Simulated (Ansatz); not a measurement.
# Molecular dynamics of C$_{4}$H$_{5}$ClO

Input:

```yaml
crystal:
  periodic: [false, false, false]
  atoms:
    - { symbol: Cl, position_ang: [1.590694, -0.126716, -3.214304] }
    - { symbol: H, position_ang: [1.123042, -0.100292, -1.942723] }
    - { symbol: C, position_ang: [-0.8613, -0.63905, 1.128628] }
    - { symbol: C, position_ang: [-0.656526, 0.784817, 1.173289] }
    - { symbol: C, position_ang: [0.213892, 1.092802, 0.154682] }
    - { symbol: O, position_ang: [0.582415, -0.067304, -0.53012] }
    - { symbol: C, position_ang: [-0.103906, -1.116483, 0.085332] }
    - { symbol: H, position_ang: [-1.488002, -1.223294, 1.784481] }
    - { symbol: H, position_ang: [-1.099124, 1.48045, 1.869306] }
    - { symbol: H, position_ang: [0.646712, 2.023561, -0.189305] }
    - { symbol: H, position_ang: [0.052202, -2.108491, -0.319065] }
magnetization:
  spin_polarized: true
basis:
  gaussian: { orbitals: STO-3G }
hamiltonian:
  xc: hf
md:
  timestep: 0.5
  n_steps: 266
  ensemble: nve
  temperature: 2000.0
  initial_velocities: maxwell_boltzmann
  seed: 430091
```

Launched with:

```bash
$ ansatz run input.yaml --threads 1 --pin off --max-ram 2048MiB --backend cpu --events-out ev --progress --plain --runs-dir out
```

It starts from a relaxed structure.

Output, in part (one step line in 5, the closing report, with atoms numbered from 0):

```
md step     0: t =     0.00 fs  T =  2000.0 K  F+E_penalty+E_count = -18528.40542655 eV  E_kin = 2.326680 eV  conserved = -18526.07874657 eV  (102 SCF iters)
md step     5: t =     2.50 fs  T =  1162.9 K  F+E_penalty+E_count = -18527.41308900 eV  E_kin = 1.352878 eV  conserved = -18526.06021114 eV  (38 SCF iters)
md step    10: t =     5.00 fs  T =  1151.6 K  F+E_penalty+E_count = -18527.41477256 eV  E_kin = 1.339673 eV  conserved = -18526.07509973 eV  (36 SCF iters)
md step    15: t =     7.50 fs  T =   552.8 K  F+E_penalty+E_count = -18526.70194976 eV  E_kin = 0.643089 eV  conserved = -18526.05886091 eV  (34 SCF iters)
md step    20: t =    10.00 fs  T =   925.2 K  F+E_penalty+E_count = -18527.14416393 eV  E_kin = 1.076337 eV  conserved = -18526.06782713 eV  (35 SCF iters)
md step    25: t =    12.50 fs  T =   786.5 K  F+E_penalty+E_count = -18526.97809815 eV  E_kin = 0.915008 eV  conserved = -18526.06309064 eV  (35 SCF iters)
md step    30: t =    15.00 fs  T =   959.0 K  F+E_penalty+E_count = -18527.18712977 eV  E_kin = 1.115624 eV  conserved = -18526.07150607 eV  (33 SCF iters)
md step    35: t =    17.50 fs  T =  1066.5 K  F+E_penalty+E_count = -18527.31585776 eV  E_kin = 1.240707 eV  conserved = -18526.07515048 eV  (33 SCF iters)
md step    40: t =    20.00 fs  T =   792.4 K  F+E_penalty+E_count = -18526.98322286 eV  E_kin = 0.921829 eV  conserved = -18526.06139432 eV  (35 SCF iters)
md step    45: t =    22.50 fs  T =  1218.1 K  F+E_penalty+E_count = -18527.48782172 eV  E_kin = 1.417120 eV  conserved = -18526.07070192 eV  (35 SCF iters)
md step    50: t =    25.00 fs  T =   880.5 K  F+E_penalty+E_count = -18527.08013362 eV  E_kin = 1.024305 eV  conserved = -18526.05582878 eV  (34 SCF iters)
md step    55: t =    27.50 fs  T =  1266.9 K  F+E_penalty+E_count = -18527.54651034 eV  E_kin = 1.473844 eV  conserved = -18526.07266658 eV  (35 SCF iters)
md step    60: t =    30.00 fs  T =   815.4 K  F+E_penalty+E_count = -18527.00989490 eV  E_kin = 0.948624 eV  conserved = -18526.06127071 eV  (37 SCF iters)
md step    65: t =    32.50 fs  T =  1122.0 K  F+E_penalty+E_count = -18527.38155836 eV  E_kin = 1.305241 eV  conserved = -18526.07631720 eV  (33 SCF iters)
md step    70: t =    35.00 fs  T =   780.1 K  F+E_penalty+E_count = -18526.97488383 eV  E_kin = 0.907547 eV  conserved = -18526.06733730 eV  (33 SCF iters)
md step    75: t =    37.50 fs  T =   839.4 K  F+E_penalty+E_count = -18527.04071342 eV  E_kin = 0.976496 eV  conserved = -18526.06421789 eV  (33 SCF iters)
md step    80: t =    40.00 fs  T =   999.8 K  F+E_penalty+E_count = -18527.22956221 eV  E_kin = 1.163052 eV  conserved = -18526.06651036 eV  (35 SCF iters)
md step    85: t =    42.50 fs  T =   852.7 K  F+E_penalty+E_count = -18527.05680805 eV  E_kin = 0.992004 eV  conserved = -18526.06480406 eV  (34 SCF iters)
md step    90: t =    45.00 fs  T =   976.0 K  F+E_penalty+E_count = -18527.21017937 eV  E_kin = 1.135366 eV  conserved = -18526.07481372 eV  (35 SCF iters)
md step    95: t =    47.50 fs  T =   578.7 K  F+E_penalty+E_count = -18526.73405742 eV  E_kin = 0.673219 eV  conserved = -18526.06083813 eV  (36 SCF iters)
md step   100: t =    50.00 fs  T =  1109.9 K  F+E_penalty+E_count = -18527.36379383 eV  E_kin = 1.291139 eV  conserved = -18526.07265436 eV  (36 SCF iters)
md step   105: t =    52.50 fs  T =   987.6 K  F+E_penalty+E_count = -18527.20733277 eV  E_kin = 1.148949 eV  conserved = -18526.05838353 eV  (35 SCF iters)
md step   110: t =    55.00 fs  T =  1470.6 K  F+E_penalty+E_count = -18527.77895303 eV  E_kin = 1.710759 eV  conserved = -18526.06819409 eV  (35 SCF iters)
md step   115: t =    57.50 fs  T =  1368.5 K  F+E_penalty+E_count = -18527.65620902 eV  E_kin = 1.592038 eV  conserved = -18526.06417058 eV  (33 SCF iters)
md step   120: t =    60.00 fs  T =  1358.3 K  F+E_penalty+E_count = -18527.65288759 eV  E_kin = 1.580169 eV  conserved = -18526.07271809 eV  (31 SCF iters)
md step   125: t =    62.50 fs  T =  1064.7 K  F+E_penalty+E_count = -18527.31184729 eV  E_kin = 1.238562 eV  conserved = -18526.07328571 eV  (33 SCF iters)
md step   130: t =    65.00 fs  T =   647.0 K  F+E_penalty+E_count = -18526.81387222 eV  E_kin = 0.752656 eV  conserved = -18526.06121586 eV  (36 SCF iters)
md step   135: t =    67.50 fs  T =  1012.1 K  F+E_penalty+E_count = -18527.24651184 eV  E_kin = 1.177364 eV  conserved = -18526.06914784 eV  (36 SCF iters)
md step   140: t =    70.00 fs  T =   874.2 K  F+E_penalty+E_count = -18527.07688493 eV  E_kin = 1.016956 eV  conserved = -18526.05992872 eV  (37 SCF iters)
md step   145: t =    72.50 fs  T =  1169.5 K  F+E_penalty+E_count = -18527.43278456 eV  E_kin = 1.360517 eV  conserved = -18526.07226746 eV  (40 SCF iters)
md step   150: t =    75.00 fs  T =   811.8 K  F+E_penalty+E_count = -18527.00643991 eV  E_kin = 0.944374 eV  conserved = -18526.06206641 eV  (39 SCF iters)
md step   155: t =    77.50 fs  T =  1210.5 K  F+E_penalty+E_count = -18527.48089775 eV  E_kin = 1.408195 eV  conserved = -18526.07270291 eV  (35 SCF iters)
md step   160: t =    80.00 fs  T =   954.1 K  F+E_penalty+E_count = -18527.17302647 eV  E_kin = 1.109898 eV  conserved = -18526.06312832 eV  (34 SCF iters)
md step   165: t =    82.50 fs  T =   975.6 K  F+E_penalty+E_count = -18527.19950469 eV  E_kin = 1.134961 eV  conserved = -18526.06454393 eV  (35 SCF iters)
md step   170: t =    85.00 fs  T =  1029.7 K  F+E_penalty+E_count = -18527.26363658 eV  E_kin = 1.197856 eV  conserved = -18526.06578020 eV  (34 SCF iters)
md step   175: t =    87.50 fs  T =  1087.3 K  F+E_penalty+E_count = -18527.33368244 eV  E_kin = 1.264934 eV  conserved = -18526.06874874 eV  (34 SCF iters)
md step   180: t =    90.00 fs  T =  1209.9 K  F+E_penalty+E_count = -18527.48274504 eV  E_kin = 1.407551 eV  conserved = -18526.07519396 eV  (33 SCF iters)
md step   185: t =    92.50 fs  T =   776.4 K  F+E_penalty+E_count = -18526.96387210 eV  E_kin = 0.903218 eV  conserved = -18526.06065430 eV  (36 SCF iters)
md step   190: t =    95.00 fs  T =  1255.7 K  F+E_penalty+E_count = -18527.53048549 eV  E_kin = 1.460781 eV  conserved = -18526.06970462 eV  (37 SCF iters)
md step   195: t =    97.50 fs  T =  1123.4 K  F+E_penalty+E_count = -18527.36685117 eV  E_kin = 1.306872 eV  conserved = -18526.05997871 eV  (35 SCF iters)
md step   200: t =   100.00 fs  T =  1219.4 K  F+E_penalty+E_count = -18527.48905939 eV  E_kin = 1.418583 eV  conserved = -18526.07047618 eV  (38 SCF iters)
md step   205: t =   102.50 fs  T =   668.3 K  F+E_penalty+E_count = -18526.83987336 eV  E_kin = 0.777464 eV  conserved = -18526.06240887 eV  (37 SCF iters)
md step   210: t =   105.00 fs  T =   908.5 K  F+E_penalty+E_count = -18527.12900345 eV  E_kin = 1.056908 eV  conserved = -18526.07209538 eV  (36 SCF iters)
md step   215: t =   107.50 fs  T =   943.4 K  F+E_penalty+E_count = -18527.16554383 eV  E_kin = 1.097525 eV  conserved = -18526.06801913 eV  (34 SCF iters)
md step   220: t =   110.00 fs  T =  1068.0 K  F+E_penalty+E_count = -18527.30670797 eV  E_kin = 1.242467 eV  conserved = -18526.06424096 eV  (36 SCF iters)
md step   225: t =   112.50 fs  T =  1211.4 K  F+E_penalty+E_count = -18527.47678018 eV  E_kin = 1.409303 eV  conserved = -18526.06747754 eV  (37 SCF iters)
md step   230: t =   115.00 fs  T =  1082.8 K  F+E_penalty+E_count = -18527.32622152 eV  E_kin = 1.259711 eV  conserved = -18526.06651087 eV  (37 SCF iters)
md step   235: t =   117.50 fs  T =  1091.8 K  F+E_penalty+E_count = -18527.34199999 eV  E_kin = 1.270081 eV  conserved = -18526.07191850 eV  (35 SCF iters)
md step   240: t =   120.00 fs  T =   764.1 K  F+E_penalty+E_count = -18526.95194863 eV  E_kin = 0.888961 eV  conserved = -18526.06298794 eV  (36 SCF iters)
md step   245: t =   122.50 fs  T =   974.2 K  F+E_penalty+E_count = -18527.20333857 eV  E_kin = 1.133272 eV  conserved = -18526.07006631 eV  (35 SCF iters)
md step   250: t =   125.00 fs  T =   718.6 K  F+E_penalty+E_count = -18526.89838665 eV  E_kin = 0.835973 eV  conserved = -18526.06241326 eV  (33 SCF iters)
md step   255: t =   127.50 fs  T =   730.3 K  F+E_penalty+E_count = -18526.91421514 eV  E_kin = 0.849619 eV  conserved = -18526.06459631 eV  (34 SCF iters)
md step   260: t =   130.00 fs  T =   819.9 K  F+E_penalty+E_count = -18527.01937361 eV  E_kin = 0.953833 eV  conserved = -18526.06554039 eV  (34 SCF iters)
md step   265: t =   132.50 fs  T =  1017.1 K  F+E_penalty+E_count = -18527.25330846 eV  E_kin = 1.183233 eV  conserved = -18526.07007537 eV  (36 SCF iters)
md step   266: t =   133.00 fs  T =   936.7 K  F+E_penalty+E_count = -18527.15489661 eV  E_kin = 1.089722 eV  conserved = -18526.06517455 eV  (120 SCF iters)
Total energy: -18527.15489661 eV, -680.8603842938 hartree
Atom 0 at     2.025288    -0.053747    -3.689944 Å, force     0.257137    -1.228947     1.240545 eV/Å
Atom 1 at     2.202563    -0.994430    -2.721061 Å, force    -0.277582     1.255272    -1.238572 eV/Å
Atom 2 at    -0.820003    -0.617335     1.649619 Å, force     1.966443     0.091649    -1.768451 eV/Å
Atom 3 at    -0.440403     0.806458     1.532145 Å, force    -2.394770     0.471334     2.341666 eV/Å
Atom 4 at    -0.179608     1.097717     0.234531 Å, force     0.566786    -5.292315    -0.934855 eV/Å
Atom 5 at    -0.057516    -0.161221    -0.488017 Å, force    -0.598567     0.846486     0.805133 eV/Å
Atom 6 at    -0.465042    -1.180246     0.417566 Å, force    -0.404700     8.128936     1.931959 eV/Å
Atom 7 at    -1.089444    -1.271419     2.463348 Å, force    -0.121208     0.714544     0.645597 eV/Å
Atom 8 at    -0.619765     1.598448     2.274980 Å, force     0.207071    -0.874302    -0.276189 eV/Å
Atom 9 at    -0.066352     1.979974    -0.320393 Å, force     0.460263     1.480670    -0.785284 eV/Å
Atom 10 at    -0.394573    -2.131595     0.170946 Å, force     0.339127    -5.593327    -1.961550 eV/Å
Dipole moment:    -0.017587    -0.207394     0.469240 e Å
```

The run went to its last step. The conserved energy stayed within 2.3 meV per atom of its start (net change 1.2 meV per atom), so the integration is sound. The temperature averaged 0.50 of the 2000 K drawn at the start: a run that starts near a minimum puts about half its kinetic energy into the potential. A run of 0.13 ps of so small a system gives no equilibrium averages. Limits of this set-up: minimal basis.

The same pairs are bonded in the first frame and the last. Pairs count as bonded within 1.25 times the sum of covalent radii (0.12 Å more for H–H).

Last frame:

```xyz
11
Properties=species:S:1:pos:R:3
Cl 2.025 -0.054 -3.690
H 2.203 -0.994 -2.721
C -0.820 -0.617 1.650
C -0.440 0.806 1.532
C -0.180 1.098 0.234
O -0.058 -0.161 -0.488
C -0.465 -1.180 0.418
H -1.089 -1.271 2.463
H -0.620 1.598 2.275
H -0.066 1.980 -0.320
H -0.395 -2.132 0.171
```

Time of the run: 3.5 min on 1 CPU thread of a shared host.
